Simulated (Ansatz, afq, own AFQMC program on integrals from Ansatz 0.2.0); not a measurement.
**CHB, triplet in 6-31G, levels against full CI**

```yaml
atoms:
  - { symbol: B, position_ang: [0.0000, 0.0000, 0.0901] }
  - { symbol: C, position_ang: [0.0000, 0.0000, -1.3588] }
  - { symbol: H, position_ang: [0.0000, 0.0000, 1.2688] }
```

Connectivity, by distances: BH–C.

Basis 6-31G. Noble-gas cores (and the filled d shells of Ga–Kr and In–Xe) are frozen. AFQMC by an in-house program on the Cholesky factors that Ansatz 0.2.0 writes for its CCSD(T) run. ph-AFQMC/CISD is guided by a CISD state made of CCSD amplitudes; releasing the constraint for a short imaginary time cuts its bias at the price of noise, slowly where states lie close. Uncertainties: one standard error, sampling alone.

Determinant: ROHF, the one that the program's search chose, which needn't be the lowest solution. The geometry is a point of a scan.

Full CI on the same integrals is exact in this basis and with this determinant's frozen core.

Cautions: lower spins were not checked; a spin-contaminated unrestricted determinant lies lower (UHF 501 meV lower, ⟨S²⟩ 2.41); the search met a lower determinant of the same kind, perhaps of another symmetry (355 meV lower); the released energies have errors that jump between times, so the bars are unsure, so no released level is given (meV from the phaseless value at times in 1/Eh: -7 ± 4 at 0.24, 32 ± 44 at 0.51, -88 ± 71 at 0.99, -18.2 ± 2.0 at 1.62, -18.3 ± 2.3 at 2.40); the ph-AFQMC/HF walk drifts between its halves (2.0 errors).

* T1 diagnostic: 0.0394
* weight of the determinant in the CISD state: 0.881
* size of the correlated space: 8 electrons in 18 orbitals

```csv
level,correlation energy (eV)
MP2,-2.9525
CCSD,-3.6698
CCSD(T),-3.7885
```

Task: Estimate where full CI lies against CCSD(T) on the same integrals.

Result: 3.9 kJ/mol below CCSD(T).

Reference: full CI, correlation energy -3.829 eV.

```csv
level,E − E(reference) (kJ/mol),share of correlation (%)
CCSD(T),3.9,98.95
CCSDT,1.2,99.69
CCSDT(Q),0.2,99.95
CCSDTQ,0.1,99.97
ph-AFQMC/HF,23.2 ± 2.2,93.71
ph-AFQMC/CISD,2.4 ± 0.3,99.36
```

CCSDT and higher add their correlation energy to the determinant of the CCSD(T) run, since their own runs factorise the integrals more tightly (a shift of under 2 meV). A walk keeps the symmetry of its determinant, which the program's search chose and which needn't be the lowest solution, so a lower state of the same spin and another symmetry isn't excluded.
